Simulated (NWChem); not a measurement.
**PO (Phosphorus monoxide): UMP2/cc-pVTZ**

Aim: the vertical ionisation energy of PO (Phosphorus monoxide) at UMP2/cc-pVTZ, from 2 runs. 

The calculation is run with NWChem 7.3.0.

3 further runs of the same task are left out: 3 set aside as unsound or not needed. Runs told in other sessions of the task aren't counted.

### Step 1. The molecule

The species is PO (2 atoms), meant as a doublet with charge 0. SMILES: `O=[P]`. Geometry: relaxed at PBE0-D4/def2-TZVP.

Bond lengths: O1–P2 1.474 Å.

### Step 2. Energy and gradient at UMP2/cc-pVTZ

File sp.xyz:

```xyz
2

O      0.000000     0.000000    -0.009450
P      0.000000     0.000000     1.464540
```

File sp.nw:

```
start sp
memory total 2200 mb
charge 0
geometry units angstroms noautosym nocenter noautoz
  load format xyz sp.xyz
end
basis spherical bse
  * library cc-pVTZ
end
scf
  doublet
  uhf
  thresh 1e-08
  maxiter 80
  print low
end
mp2
  freeze core 6
  tight
end
task mp2 gradient
```

Launch:

```bash
nwchem sp.nw > sp.out
```

The program printed:

```text
[...]
  functions       =    64
[...]
  wavefunction    = UHF
[...]
         Total SCF energy =   -415.619507545543
      One electron energy =   -660.655816539586
      Two electron energy =    201.955100926170
 Nuclear repulsion energy =     43.081208067873
                       Sz =      0.5000
                 Sz(Sz+1) =      0.7500
                      S^2 =      0.7710
[...]
          Total MP2 energy          -415.974786329214
[...]
                         mp2 ENERGY GRADIENTS
    atom               coordinates                        gradient
                 x          y          z           x          y          z
   1 O       0.000000   0.000000  -0.017858   -0.000000  -0.000000   0.030677
   2 P       0.000000   0.000000   2.767579    0.000000   0.000000  -0.030677
[...]
```

Wall time 95 s (1 thread of Intel Xeon Platinum 8559C (Emerald Rapids), shared host); peak memory 0.15 GiB.

### Step 3. The singlet cation: a single-point energy at MP2/cc-pVTZ

File sp.nw:

```
start sp
memory stack 880 mb heap 220 mb global 1100 mb
charge 1

geometry units angstroms noautosym nocenter noautoz
  O        0.000000       0.000000      -0.009450
  P        0.000000       0.000000       1.464540
end

basis "ao basis" spherical bse
  * library cc-pVTZ
end

scf
  nopen 0
  rhf
  thresh 1e-08
  maxiter 80
end

mp2
  freeze core 6
  tight
end

task mp2 energy
```

Launch:

```bash
nwchem sp.nw > sp.out
```

The program printed:

```text
[...]
  functions       =    64
[...]
  wavefunction    = RHF
[...]
         Total SCF energy =   -415.311349418794
      One-electron energy =   -652.630949894610
      Two-electron energy =    194.238392407943
 Nuclear repulsion energy =     43.081208067873
        Time for solution =     17.9s
[...]
          Total MP2 energy          -415.680671983375
[...]
```

It took 21 s on 1 thread of Intel Xeon Platinum 8559C (Emerald Rapids), shared host; peak memory 0.13 GiB.

### Step 4. Summary of results

At UMP2/cc-pVTZ, 6 core orbitals frozen:

| quantity | value |
| --- | --- |
| doublet PO: total energy | -415.97479 Eh |
| doublet PO: dipole moment (of the density that the program reports) | 1.83 D |
| doublet PO: correlation energy (6 core orbitals frozen) | -355.3 mEh |
| doublet PO: ⟨S²⟩ of the reference determinant | 0.771 |
| doublet PO: largest force on an atom | 1.577 eV/Å |
| singlet cation: total energy | -415.68067 Eh |
| singlet cation: HOMO energy (Hartree–Fock orbitals) | -22.89 eV |
| singlet cation: LUMO energy (Hartree–Fock orbitals) | -7.67 eV |
| singlet cation: HOMO–LUMO gap (Hartree–Fock orbitals) | 15.22 eV |
| singlet cation: correlation energy (6 core orbitals frozen) | -369.3 mEh |
| vertical ionisation energy (to the singlet cation) | 8.003 eV |

What this shows: Removing an electron at fixed nuclei costs 8.00 eV (772 kJ/mol). The largest force (doublet PO) is 1.58 eV/Å: the shape isn't a stationary point for this species at this level.
